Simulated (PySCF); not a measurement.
Molecule: `InChI=1S/FH/h1H`.

Structure with atom numbers: `[FH:1]`. Each H is labelled by its parent atom.

Geometry PBE0-D3(BJ)/def2-SVP throughout; GIAO in PySCF 2.14.0 with density-fitted response routines, gas phase, one conformer, non-relativistic; equivalent atoms averaged; basis pcSseg-2.

Problem. How do the shifts δ (against CFCl3, TMS at the same level) depend on the functional? (ppm; last column core-seconds on shared hosts with different chips, so compare them loosely)

Solution. 
```csv
functional,kind,F1,H(F1),core-s
HF,Hartree–Fock,-167.5,3.60,0.13
LDA,LDA,-276.3,1.69,0.31
PBE,GGA,-266.1,1.47,0.46
BLYP,GGA,-264.3,1.61,0.45
BP86,GGA,-264.4,1.47,0.45
OPBE,GGA,-254.4,1.47,0.45
KT2,GGA,-270.3,1.40,0.46
KT3,GGA,-259.1,1.52,0.46
B97-D,GGA,-254.1,1.70,0.45
B3LYP,global hybrid,-239.7,2.10,0.39
PBE0,global hybrid,-235.0,2.06,0.37
mPW1PW91,global hybrid,-233.1,2.08,0.38
WP04,global hybrid,-228.3,2.48,0.65
B97-2,global hybrid,-232.4,2.06,0.58
BHandHLYP,global hybrid,-209.5,2.75,0.57
CAM-B3LYP,range-separated hybrid,-226.4,2.32,0.43
wB97X-D,range-separated hybrid,-223.8,2.09,0.67
LC-wPBE,range-separated hybrid,-211.1,2.19,0.88
```

Problem. Which nucleus moves most, in ppm?

Solution. F1 (fluorine bonded to H): from -276.3 ppm with LDA to -167.5 ppm with HF. The smallest spread is 2.20 ppm, at H(F1).
